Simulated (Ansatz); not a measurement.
**BH₂OS radical: small, medium and large basis sets**

How large a basis does BH₂OS radical need? Two functionals are run in growing sets.

Program: Ansatz 0.2.0, Gaussian basis. Level of theory: one geometry, several basis sets. These are calculated values, not measurements.

Levels to be run: PBE0-D4/def2-SVP; ωB97M-V/def2-SVP; PBE0-D4/def2-QZVPP; ωB97M-V/def2-QZVPP; the functionals' def2-TZVPP values are taken from earlier runs.

## 1. The relaxed structure

The geometry comes from an earlier relaxation with PBE0-D4 in a triple-zeta def2 set; it is a stationary point.

5 atoms, charge 0, spin multiplicity 2.

Atoms are counted from 1 here; the program's logs count them from 0.

Bond lengths: O1–B2 1.334 Å, O1–H4 0.966 Å, B2–S3 1.785 Å, S3–H5 1.356 Å. Angles: B2–O1–H4 116.7°, O1–B2–S3 132.0°, B2–S3–H5 99.8°.

## 2. PBE0-D4 in def2-SVP

Contents of in.yaml:

```yaml
crystal:
  periodic: [false, false, false]
  atoms:
    - {symbol: O, position_ang: [-1.294666, -0.054728, -0.435573]}
    - {symbol: B, position_ang: [-0.454258, 0.825558, 0.109740]}
    - {symbol: S, position_ang: [1.253779, 0.694179, 0.611101]}
    - {symbol: H, position_ang: [-0.947080, -0.940033, -0.604743]}
    - {symbol: H, position_ang: [1.492124, -0.598575, 0.278175]}
basis:
  gaussian: {orbitals: def2-SVP}
magnetization: {spin_polarized: true, initial_magnetization: 1}
hamiltonian: {xc: pbe0, dispersion: d4}
output: {orbitals: {seedname: orbitals}}
```

The runs that follow: ωB97M-V in def2-SVP; PBE0-D4 in def2-QZVPP; ωB97M-V in def2-QZVPP.

**Question.** What will the summary of the whole plan be? Wanted: PBE0-D4: double and triple zeta above quadruple; ωB97M-V: double and triple zeta above quadruple.

**Answer**, as computed:

```
                                       quantity          value
PBE0-D4: double and triple zeta above quadruple  7.49, 0.49 eV
ωB97M-V: double and triple zeta above quadruple  7.52, 0.47 eV
```

What this shows: For PBE0-D4 the step from double to triple zeta gains 6.99 eV and the next only 0.49 eV. Total energies overstate the basis error of differences, where much of it tends to cancel.
